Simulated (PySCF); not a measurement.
**J couplings in cyclopentane**

Bonds (- single, = double, # triple, : aromatic): C1-C2 1.530 Å, C2-C3 1.545 Å, C3-C4 1.545 Å, C4-C5 1.530 Å, C5-C1 1.526 Å. C1 carries H6, H7; C2 carries H8, H9; C3 carries H10, H11; C4 carries H12, H13; C5 carries H14, H15.

Couplings: B3LYP/pcJ-1 (without the spin–dipole term) in PySCF, geometry PBE0-D3(BJ)/def2-SVP; gas phase, one conformer, non-relativistic. Couplings are averaged over pairs made equivalent by symmetry, fast rotation or ring inversion, so a value needn't be that of the named pair in this geometry, while other rotamers aren't included; one pair stands for each set, and the list holds those of at least 0.8 Hz over up to four bonds.

Isotopes: $^{13}$C, $^{1}$H.

| pair | bonds | J (Hz) |
| --- | --- | --- |
| C1, C2 | 1 | 34.3 |
| C1, H6 | 1 | 134.6 |
| C1, C3 | 2 | 2.4 |
| C1, H8 | 2 | -2.6 |
| H6, H7 | 2 | ? |
| C1, H10 | 3 | 4.1 |
| H6, H8 | 3 | ? |
| H6, H9 | 3 | 6.9 |

Problem. Estimate the withheld couplings, with signs.

Solution. 
- $^{2}J$(H6,H7) = -14.1 Hz (mean over equivalent pairs that range from -15.0 to -13.4 Hz in this conformer)
- $^{3}J$(H6,H8) = 9.4 Hz (mean over equivalent pairs that range from 6.1 to 13.6 Hz in this conformer)
